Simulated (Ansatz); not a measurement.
Geometry optimisation, Ansatz, RKS PBE-D4/cc-pVDZ.

The input (input.yaml):

```yaml
crystal:
  periodic: [false, false, false]
  atoms:
    - { symbol: S, position_ang: [1.5772, 0.0759, -1.6847] }
    - { symbol: C, position_ang: [0.3912, 0.0242, -0.4479] }
    - { symbol: C, position_ang: [-0.443, -0.0379, 0.4263] }
    - { symbol: S, position_ang: [-1.4699, -0.1225, 1.686] }
    - { symbol: H, position_ang: [0.6737, 0.0543, -2.744] }
    - { symbol: H, position_ang: [-0.6872, -0.0581, 2.7181] }
basis:
  gaussian: { orbitals: cc-pVDZ }
hamiltonian:
  xc: pbe
  dispersion: d4
relax:
  f_tol: 0.02
  max_steps: 50
```

Run as:

```bash
$ ansatz run input.yaml --threads 1 --pin off --max-ram 2048MiB --backend cpu --events-out ev --progress --plain --runs-dir out
```

**Question.** Where does it end, and by what steps?

**Answer.** The run converged. After 11 steps the energy has fallen by 0.453 eV; H5 moved furthest, 0.60 Å.

| step | energy less start (eV) | largest force component (eV/Å) | accepted |
| --- | --- | --- | --- |
| 0 | 0.0000 | 3.743 | yes |
| 1 | -0.1963 | 1.785 | yes |
| 2 | -0.2727 | 0.447 | yes |
| 3 | -0.3473 | 0.641 | yes |
| 4 | -0.4275 | 0.326 | yes |
| 5 | -0.3979 | 0.736 | no |
| 6 | -0.4460 | 0.225 | yes |
| 7 | -0.4432 | 0.522 | no |
| 8 | -0.4491 | 0.191 | yes |
| 9 | -0.4524 | 0.067 | yes |
| 10 | -0.4527 | 0.045 | yes |
| 11 | -0.4527 | 0.011 | yes |

```xyz
6
Properties=species:S:1:pos:R:3
S 1.425 -0.290 -1.826
C 0.338 -0.204 -0.538
C -0.310 -0.245 0.516
S -1.384 -0.449 1.801
H 0.826 0.632 -2.652
H -0.852 0.492 2.653
```

The run took 60 s on 1 CPU thread of a shared host.
